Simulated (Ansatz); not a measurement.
# SiClO (quartet): wB97M-V, B2PLYP over vertical spin and charge gaps, def2-QZVPP

How well do these functionals follow the top wave-function level for SiClO (quartet) over vertical spin and charge gaps?

Method: def2-QZVPP, all electrons in the functionals, frozen cores in the correlation of double hybrids and RPA; program: Ansatz 0.2.0, Gaussian basis.

Plan: wB97M-V, B2PLYP, at charge 0, quartet; charge 0, doublet; charge 0, sextet; charge 1, triplet; charge 1, quintet.

## (1) The geometry

The geometry is a PBE0/def2-TZVP stationary point (not a proven minimum).

3 atoms, charge 0, spin multiplicity 4.

Atoms are counted from 1 here; the program's logs count them from 0.

Bond lengths: Cl1–Si3 2.238 Å, O2–Si3 1.908 Å. Angles: Cl1–Si3–O2 65.5°.

No dispersion term is added; wB97M-V holds VV10 nonlocal correlation.

The geometry shown and the zero of energy belong to the point charge 0, quartet. The yardstick, UCCSD(T), and other wave-function levels (R restricted, U unrestricted, valence and pair active spaces) come from earlier runs.

## (2) wB97M-V, charge 0, quartet

File in.yaml:

```yaml
crystal:
  periodic: [false, false, false]
  atoms:
    - {symbol: Cl, position_ang: [0.000000, -0.104654, 1.131961]}
    - {symbol: O, position_ang: [0.000000, 1.273898, -0.660805]}
    - {symbol: Si, position_ang: [0.000000, -0.593591, -1.052463]}
basis:
  gaussian: {orbitals: "def2-QZVPP.json"}
magnetization: {spin_polarized: true, initial_magnetization: 3}
hamiltonian: {xc: {name: wB97M-V}}
output: {orbitals: {seedname: orbitals}}
```

Launch:

```bash
$ ansatz run in.yaml --threads 1 --pin off --events-out ev --progress --plain --max-ram 2393MiB
```

Output, shortened:

```text
Functional definition: wB97M-V
  name "wB97M-V"
  cite "Mardirossian & Head-Gordon, J. Chem. Phys. 144, 214110 (2016) doi:10.1063/1.4952647"
  cite "Becke, J. Chem. Phys. 107, 8554 (1997) doi:10.1063/1.475007"
  cite "Vydrov & Van Voorhis, J. Chem. Phys. 133, 244103 (2010) doi:10.1063/1.3521275"
  # Of w^i u^j: cxij and so on, Table III.
[...]
  gx(w, u) = 1 - cx + cx01*u + cx10*w
  gss(w, u) = css00 + css04*u^4 + css10*w + css20*w^2 + css43*w^4*u^3
  gos(w, u) = cos00 + cos10*w + (cos20 + cos21*u)*w^2 + (cos60 + cos61*u)*w^6
[...]
      + integral(e_c_pw_mod_opposite_spin*gos(b97_w_opposite, b97_u_opposite)) + vv10(b, c)
881 factors; their error is unknown
148 factors; integrals over basis functions are off by at most 5.2e-5 eV
[...]
mean field -22442.97549064 eV, -824.7641368858 hartree, gradient 9.7e-6 eV, S^2 3.762935; 5 other end points of the search recorded, 0 dependent functions left out
reference -22442.97552874 eV, -824.7641382861 hartree; 21, 18 occupied and 176, 179 virtual orbitals, 881 factors
Total energy: -22442.97552874 eV, -824.7641382861 hartree
```

It took 2.4 min on 1 thread of Arm Neoverse V1, shared host; peak memory 0.79 GiB.

From the report: ⟨S²⟩ of the determinant 3.763 (pure quartet: 3.75).

## (3) wB97M-V, charge 0, doublet

Edit in.yaml of step 2 so:

```diff
@@ -8,3 +8,3 @@
   gaussian: {orbitals: "def2-QZVPP.json"}
-magnetization: {spin_polarized: true, initial_magnetization: 3}
+magnetization: {spin_polarized: true, initial_magnetization: 1}
 hamiltonian: {xc: {name: wB97M-V}}
```

Launched as before.

Output, shortened:

```text
Functional definition: wB97M-V
  name "wB97M-V"
  cite "Mardirossian & Head-Gordon, J. Chem. Phys. 144, 214110 (2016) doi:10.1063/1.4952647"
  cite "Becke, J. Chem. Phys. 107, 8554 (1997) doi:10.1063/1.475007"
  cite "Vydrov & Van Voorhis, J. Chem. Phys. 133, 244103 (2010) doi:10.1063/1.3521275"
  # Of w^i u^j: cxij and so on, Table III.
[...]
  gx(w, u) = 1 - cx + cx01*u + cx10*w
  gss(w, u) = css00 + css04*u^4 + css10*w + css20*w^2 + css43*w^4*u^3
  gos(w, u) = cos00 + cos10*w + (cos20 + cos21*u)*w^2 + (cos60 + cos61*u)*w^6
[...]
      + integral(e_c_pw_mod_opposite_spin*gos(b97_w_opposite, b97_u_opposite)) + vv10(b, c)
881 factors; their error is unknown
148 factors; integrals over basis functions are off by at most 5.2e-5 eV
[...]
mean field -22446.08386637 eV, -824.8783675871 hartree, gradient 2.9e-5 eV, S^2 0.762553; 1 other end points of the search recorded, 0 dependent functions left out
reference -22446.08390506 eV, -824.8783690090 hartree; 20, 19 occupied and 177, 178 virtual orbitals, 881 factors
Total energy: -22446.08390506 eV, -824.8783690090 hartree
```

It took 43 s on 1 thread of Arm Neoverse V1, shared host; peak memory 0.6 GiB.

From the report: ⟨S²⟩ of the determinant 0.763 (pure doublet: 0.75).

From charge 0, quartet: -71.7 kcal/mol.

## (4) wB97M-V, charge 0, sextet

Edit in.yaml of step 3 so:

```diff
@@ -8,3 +8,3 @@
   gaussian: {orbitals: "def2-QZVPP.json"}
-magnetization: {spin_polarized: true, initial_magnetization: 1}
+magnetization: {spin_polarized: true, initial_magnetization: 5}
 hamiltonian: {xc: {name: wB97M-V}}
```

Launched as before.

Output, shortened:

```text
Functional definition: wB97M-V
  name "wB97M-V"
  cite "Mardirossian & Head-Gordon, J. Chem. Phys. 144, 214110 (2016) doi:10.1063/1.4952647"
  cite "Becke, J. Chem. Phys. 107, 8554 (1997) doi:10.1063/1.475007"
  cite "Vydrov & Van Voorhis, J. Chem. Phys. 133, 244103 (2010) doi:10.1063/1.3521275"
  # Of w^i u^j: cxij and so on, Table III.
[...]
  gx(w, u) = 1 - cx + cx01*u + cx10*w
  gss(w, u) = css00 + css04*u^4 + css10*w + css20*w^2 + css43*w^4*u^3
  gos(w, u) = cos00 + cos10*w + (cos20 + cos21*u)*w^2 + (cos60 + cos61*u)*w^6
[...]
      + integral(e_c_pw_mod_opposite_spin*gos(b97_w_opposite, b97_u_opposite)) + vv10(b, c)
881 factors; their error is unknown
148 factors; integrals over basis functions are off by at most 5.2e-5 eV
[...]
mean field -22438.54736844 eV, -824.6014063963 hartree, gradient 5.6e-5 eV, S^2 8.762731; 2 other end points of the search recorded, 0 dependent functions left out
reference -22438.54740605 eV, -824.6014077787 hartree; 22, 17 occupied and 175, 180 virtual orbitals, 881 factors
Total energy: -22438.54740605 eV, -824.6014077787 hartree
```

Wall time 48 s (1 thread of Arm Neoverse V1, shared host); peak memory 0.59 GiB.

From the report: ⟨S²⟩ of the determinant 8.763 (pure sextet: 8.75).

From charge 0, quartet: +102.1 kcal/mol.

## (5) wB97M-V, charge 1, triplet

Edit in.yaml of step 4 so:

```diff
@@ -8,3 +8,4 @@
   gaussian: {orbitals: "def2-QZVPP.json"}
-magnetization: {spin_polarized: true, initial_magnetization: 5}
+total_charge: 1
+magnetization: {spin_polarized: true, initial_magnetization: 2}
 hamiltonian: {xc: {name: wB97M-V}}
```

Same command.

Output, shortened:

```text
Functional definition: wB97M-V
  name "wB97M-V"
  cite "Mardirossian & Head-Gordon, J. Chem. Phys. 144, 214110 (2016) doi:10.1063/1.4952647"
  cite "Becke, J. Chem. Phys. 107, 8554 (1997) doi:10.1063/1.475007"
  cite "Vydrov & Van Voorhis, J. Chem. Phys. 133, 244103 (2010) doi:10.1063/1.3521275"
  # Of w^i u^j: cxij and so on, Table III.
[...]
  gx(w, u) = 1 - cx + cx01*u + cx10*w
  gss(w, u) = css00 + css04*u^4 + css10*w + css20*w^2 + css43*w^4*u^3
  gos(w, u) = cos00 + cos10*w + (cos20 + cos21*u)*w^2 + (cos60 + cos61*u)*w^6
[...]
      + integral(e_c_pw_mod_opposite_spin*gos(b97_w_opposite, b97_u_opposite)) + vv10(b, c)
881 factors; their error is unknown
148 factors; integrals over basis functions are off by at most 5.2e-5 eV
[...]
mean field -22435.88057537 eV, -824.5034035587 hartree, gradient 6.1e-6 eV, S^2 2.019648; 5 other end points of the search recorded, 0 dependent functions left out
reference -22435.88061555 eV, -824.5034050353 hartree; 20, 18 occupied and 177, 179 virtual orbitals, 881 factors
Total energy: -22435.88061555 eV, -824.5034050353 hartree
```

Run time: 1.9 min. Hardware: 1 thread of Arm Neoverse V1, shared host; peak memory 0.77 GiB.

From the report: ⟨S²⟩ of the determinant 2.020 (pure triplet: 2.00).

From charge 0, quartet: +163.6 kcal/mol.

## (6) wB97M-V, charge 1, quintet

Edit in.yaml of step 5 so:

```diff
@@ -9,3 +9,3 @@
 total_charge: 1
-magnetization: {spin_polarized: true, initial_magnetization: 2}
+magnetization: {spin_polarized: true, initial_magnetization: 4}
 hamiltonian: {xc: {name: wB97M-V}}
```

Same command.

Output, shortened:

```text
Functional definition: wB97M-V
  name "wB97M-V"
  cite "Mardirossian & Head-Gordon, J. Chem. Phys. 144, 214110 (2016) doi:10.1063/1.4952647"
  cite "Becke, J. Chem. Phys. 107, 8554 (1997) doi:10.1063/1.475007"
  cite "Vydrov & Van Voorhis, J. Chem. Phys. 133, 244103 (2010) doi:10.1063/1.3521275"
  # Of w^i u^j: cxij and so on, Table III.
[...]
  gx(w, u) = 1 - cx + cx01*u + cx10*w
  gss(w, u) = css00 + css04*u^4 + css10*w + css20*w^2 + css43*w^4*u^3
  gos(w, u) = cos00 + cos10*w + (cos20 + cos21*u)*w^2 + (cos60 + cos61*u)*w^6
[...]
      + integral(e_c_pw_mod_opposite_spin*gos(b97_w_opposite, b97_u_opposite)) + vv10(b, c)
881 factors; their error is unknown
148 factors; integrals over basis functions are off by at most 5.2e-5 eV
[...]
mean field -22432.23133511 eV, -824.3692964527 hartree, gradient 1.7e-5 eV, S^2 6.016391; 2 other end points of the search recorded, 0 dependent functions left out
reference -22432.23137720 eV, -824.3692979994 hartree; 21, 17 occupied and 176, 180 virtual orbitals, 881 factors
Total energy: -22432.23137720 eV, -824.3692979994 hartree
```

It took 51 s on 1 thread of Arm Neoverse V1, shared host; peak memory 0.61 GiB.

From the report: ⟨S²⟩ of the determinant 6.016 (pure quintet: 6.00).

From charge 0, quartet: +247.8 kcal/mol.

## (7) B2PLYP, charge 0, quartet

File in.yaml:

```yaml
crystal:
  periodic: [false, false, false]
  atoms:
    - {symbol: Cl, position_ang: [0.000000, -0.104654, 1.131961]}
    - {symbol: O, position_ang: [0.000000, 1.273898, -0.660805]}
    - {symbol: Si, position_ang: [0.000000, -0.593591, -1.052463]}
basis:
  gaussian: {orbitals: "def2-QZVPP.json"}
magnetization: {spin_polarized: true, initial_magnetization: 3}
hamiltonian: {xc: {name: B2PLYP}}
correlation: {electrons: outside_noble_gas}
```

Launched as before.

Output, shortened:

```text
Functional definition: B2PLYP
  name "B2PLYP"
  cite "Grimme, J. Chem. Phys. 124, 034108 (2006) doi:10.1063/1.2148954"
  cite "Becke, Phys. Rev. A 38, 3098 (1988) doi:10.1103/PhysRevA.38.3098"
  cite "Lee, Yang & Parr, Phys. Rev. B 37, 785 (1988) doi:10.1103/PhysRevB.37.785"
[...]
1192 factors; integrals over basis functions are off by at most 1.1e-3 eV
[...]
mean field -22432.48274587 eV, -824.3785356277 hartree, gradient 3.1e-6 eV, S^2 3.784742; 7 other end points of the search recorded, 0 dependent functions left out
11 core orbitals not correlated: weight in the atoms' cores, before any rotation towards them, 1.000 or more for the frozen orbitals, at most 0.000 for the correlated occupied ones
reference -22432.48287415 eV, -824.3785403421 hartree; 10, 7 occupied and 176, 179 virtual orbitals, 1192 factors
second order -16.45647837 eV of doubles, -0.00000000 eV of singles
Total energy: -22436.92612331 eV, -824.5418267370 hartree
```

Run time: 72 s. Hardware: 1 thread of Arm Neoverse V1, shared host; peak memory 0.59 GiB.

From the report: ⟨S²⟩ of the determinant 3.785 (pure quartet: 3.75).

## (8) B2PLYP, charge 0, doublet

Edit in.yaml of step 7 so:

```diff
@@ -8,3 +8,3 @@
   gaussian: {orbitals: "def2-QZVPP.json"}
-magnetization: {spin_polarized: true, initial_magnetization: 3}
+magnetization: {spin_polarized: true, initial_magnetization: 1}
 hamiltonian: {xc: {name: B2PLYP}}
```

Same command.

Output, shortened:

```text
Functional definition: B2PLYP
  name "B2PLYP"
  cite "Grimme, J. Chem. Phys. 124, 034108 (2006) doi:10.1063/1.2148954"
  cite "Becke, Phys. Rev. A 38, 3098 (1988) doi:10.1103/PhysRevA.38.3098"
  cite "Lee, Yang & Parr, Phys. Rev. B 37, 785 (1988) doi:10.1103/PhysRevB.37.785"
[...]
1192 factors; integrals over basis functions are off by at most 1.1e-3 eV
[...]
mean field -22435.02284616 eV, -824.4718825919 hartree, gradient 8.2e-6 eV, S^2 0.767659; 4 other end points of the search recorded, 0 dependent functions left out
11 core orbitals not correlated: weight in the atoms' cores, before any rotation towards them, 1.000 or more for the frozen orbitals, at most 0.000 for the correlated occupied ones
reference -22435.02297421 eV, -824.4718872974 hartree; 9, 8 occupied and 177, 178 virtual orbitals, 1192 factors
second order -18.24705534 eV of doubles, -0.00000000 eV of singles
Total energy: -22439.94967915 eV, -824.6529403646 hartree
```

Wall time 28 s (1 thread of Arm Neoverse V1, shared host); peak memory 0.62 GiB.

From the report: ⟨S²⟩ of the determinant 0.768 (pure doublet: 0.75).

From charge 0, quartet: -69.7 kcal/mol.

## (9) B2PLYP, charge 0, sextet

Edit in.yaml of step 8 so:

```diff
@@ -8,3 +8,3 @@
   gaussian: {orbitals: "def2-QZVPP.json"}
-magnetization: {spin_polarized: true, initial_magnetization: 1}
+magnetization: {spin_polarized: true, initial_magnetization: 5}
 hamiltonian: {xc: {name: B2PLYP}}
```

The command is unchanged.

Output, shortened:

```text
Functional definition: B2PLYP
  name "B2PLYP"
  cite "Grimme, J. Chem. Phys. 124, 034108 (2006) doi:10.1063/1.2148954"
  cite "Becke, Phys. Rev. A 38, 3098 (1988) doi:10.1103/PhysRevA.38.3098"
  cite "Lee, Yang & Parr, Phys. Rev. B 37, 785 (1988) doi:10.1103/PhysRevB.37.785"
[...]
1192 factors; integrals over basis functions are off by at most 1.1e-3 eV
[...]
mean field -22428.48253500 eV, -824.2315305897 hartree, gradient 6.0e-6 eV, S^2 8.773441; 4 other end points of the search recorded, 0 dependent functions left out
11 core orbitals not correlated: weight in the atoms' cores, before any rotation towards them, 1.000 or more for the frozen orbitals, at most 0.000 for the correlated occupied ones
reference -22428.48266330 eV, -824.2315353047 hartree; 11, 6 occupied and 175, 180 virtual orbitals, 1192 factors
second order -15.70004859 eV of doubles, -0.00000000 eV of singles
Total energy: -22432.72167642 eV, -824.3873161635 hartree
```

It took 28 s on 1 thread of Arm Neoverse V1, shared host; peak memory 0.49 GiB.

From the report: ⟨S²⟩ of the determinant 8.773 (pure sextet: 8.75).

From charge 0, quartet: +97.0 kcal/mol.

## (10) B2PLYP, charge 1, triplet

Edit in.yaml of step 9 so:

```diff
@@ -8,3 +8,4 @@
   gaussian: {orbitals: "def2-QZVPP.json"}
-magnetization: {spin_polarized: true, initial_magnetization: 5}
+total_charge: 1
+magnetization: {spin_polarized: true, initial_magnetization: 2}
 hamiltonian: {xc: {name: B2PLYP}}
```

Launched as before.

Output, shortened:

```text
Functional definition: B2PLYP
  name "B2PLYP"
  cite "Grimme, J. Chem. Phys. 124, 034108 (2006) doi:10.1063/1.2148954"
  cite "Becke, Phys. Rev. A 38, 3098 (1988) doi:10.1103/PhysRevA.38.3098"
  cite "Lee, Yang & Parr, Phys. Rev. B 37, 785 (1988) doi:10.1103/PhysRevB.37.785"
[...]
1192 factors; integrals over basis functions are off by at most 1.1e-3 eV
[...]
mean field -22425.26192350 eV, -824.1131753000 hartree, gradient 2.6e-6 eV, S^2 2.028893; 5 other end points of the search recorded, 0 dependent functions left out
11 core orbitals not correlated: weight in the atoms' cores, before any rotation towards them, 1.000 or more for the frozen orbitals, at most 0.000 for the correlated occupied ones
reference -22425.26205192 eV, -824.1131800196 hartree; 9, 7 occupied and 177, 179 virtual orbitals, 1192 factors
second order -16.44198649 eV of doubles, -0.00000000 eV of singles
Total energy: -22429.70138828 eV, -824.2763226215 hartree
```

It took 45 s on 1 thread of Arm Neoverse V1, shared host; peak memory 0.6 GiB.

From the report: ⟨S²⟩ of the determinant 2.029 (pure triplet: 2.00).

From charge 0, quartet: +166.6 kcal/mol.

## (11) B2PLYP, charge 1, quintet

Edit in.yaml of step 10 so:

```diff
@@ -9,3 +9,3 @@
 total_charge: 1
-magnetization: {spin_polarized: true, initial_magnetization: 2}
+magnetization: {spin_polarized: true, initial_magnetization: 4}
 hamiltonian: {xc: {name: B2PLYP}}
```

Launched as before.

Output, shortened:

```text
Functional definition: B2PLYP
  name "B2PLYP"
  cite "Grimme, J. Chem. Phys. 124, 034108 (2006) doi:10.1063/1.2148954"
  cite "Becke, Phys. Rev. A 38, 3098 (1988) doi:10.1103/PhysRevA.38.3098"
  cite "Lee, Yang & Parr, Phys. Rev. B 37, 785 (1988) doi:10.1103/PhysRevB.37.785"
[...]
1192 factors; integrals over basis functions are off by at most 1.1e-3 eV
[...]
mean field -22422.12673536 eV, -823.9979592610 hartree, gradient 7.6e-6 eV, S^2 6.031092; 7 other end points of the search recorded, 0 dependent functions left out
11 core orbitals not correlated: weight in the atoms' cores, before any rotation towards them, 1.000 or more for the frozen orbitals, at most 0.000 for the correlated occupied ones
reference -22422.12686742 eV, -823.9979641144 hartree; 10, 6 occupied and 176, 180 virtual orbitals, 1192 factors
second order -15.63453070 eV of doubles, -0.00000000 eV of singles
Total energy: -22426.34819071 eV, -824.1530948840 hartree
```

It took 39 s on 1 thread of Arm Neoverse V1, shared host; peak memory 0.63 GiB.

From the report: ⟨S²⟩ of the determinant 6.031 (pure quintet: 6.00).

From charge 0, quartet: +243.9 kcal/mol.

## (12) Against the wave-function levels

No level is safe as a reference over these points; UCCSD(T) serves as a yardstick only. It comes from earlier runs at the same points. Energies in kcal/mol, counted from charge 0, quartet; blanks weren't run or aren't comparable.

```csv
level,quartet to doublet,quartet to sextet,ionisation to the triplet cation,ionisation to the quintet cation
UCCSD(T),-70.5,93.2,167.1,244.3
wB97M-V,-71.7,102.1,163.6,247.8
B2PLYP,-69.7,97.0,166.6,243.9
```

Largest miss and mean time a point (UCCSD(T) took 2.4 min a point; shared hosts):

```csv
level,largest miss (kcal/mol),where,time a point
wB97M-V,+8.9,quartet to sextet,80 s
B2PLYP,+3.8,quartet to sextet,42 s
```

## (13) Summary of results

```
                                  quantity                              value
              quartet to doublet, UCCSD(T)                     -70.5 kcal/mol
               quartet to sextet, UCCSD(T)                      93.2 kcal/mol
ionisation to the triplet cation, UCCSD(T)                     167.1 kcal/mol
ionisation to the quintet cation, UCCSD(T)                     244.3 kcal/mol
                     largest miss, wB97M-V  +8.9 kcal/mol (quartet to sextet)
                      largest miss, B2PLYP  +3.8 kcal/mol (quartet to sextet)
```

**Reading.** Of the functionals, B2PLYP keep the smallest largest miss at the points compared (at most 3.8 kcal/mol) and wB97M-V strays most (8.9 kcal/mol, at quartet to sextet). Functionals and the yardstick converge differently with the basis, so part of each miss in def2-QZVPP is the basis. The yardstick itself may be off where one determinant is a poor start.
